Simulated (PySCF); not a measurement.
ClNa. Atoms are numbered in the order given.

```xyz
2

Na     0.0000     0.0000    -1.4381
Cl     0.0000     0.0000     0.9305
```

The structure is a stationary point at B3LYP-D3(BJ)/def2-TZVPD.

The numbers are results of HF/def2-TZVPD (PySCF), not measurements.

Computed frontier levels, gap, dipole moment and polarisability:
```
Item                                                                                                           Result
---------------------------------------------------------------------------------------------  ----------------------
highest occupied level                                                                                       -9.62 eV
lowest empty level                                                                                           -0.50 eV
orbital gap                                                                                                   9.12 eV
dipole moment                                                                                               1.932 e·Å
quadrupole, principal values (traceless, Buckingham form, about the centre of nuclear charge)  -4.26, -4.26, 8.53 D·Å
mean static polarisability                                                                       26.6 bohr³ (3.94 Å³)
polarisability, principal values                                                               25.7, 25.7, 28.4 bohr³
```
